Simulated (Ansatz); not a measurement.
Zinc-blende HgTe

All values below come from PBE-D4 (Ansatz, a program for electronic structure, PAW).

Numerical settings: plane-wave cutoff 500 eV, 10×10×10 k mesh, Fermi–Dirac smearing 0.05 eV, scalar-relativistic PAW data made under PBE.

Cell (relaxed at this level):

```
CELL_PARAMETERS angstrom
      0.00000     3.27045     3.27045
      3.27045     0.00000     3.27045
      3.27045     3.27045     0.00000
ATOMIC_POSITIONS crystal
  Hg 0.00000 0.00000 0.00000
  Te 0.25000 0.25000 0.25000
```

| Quantity | Value |
|---|---|
| band gap | none |

Spin–orbit coupling is not included; it can shift volumes and moduli of such heavy elements.

Computed values are for the static lattice.

Computing time: around 24 core-seconds (rough).
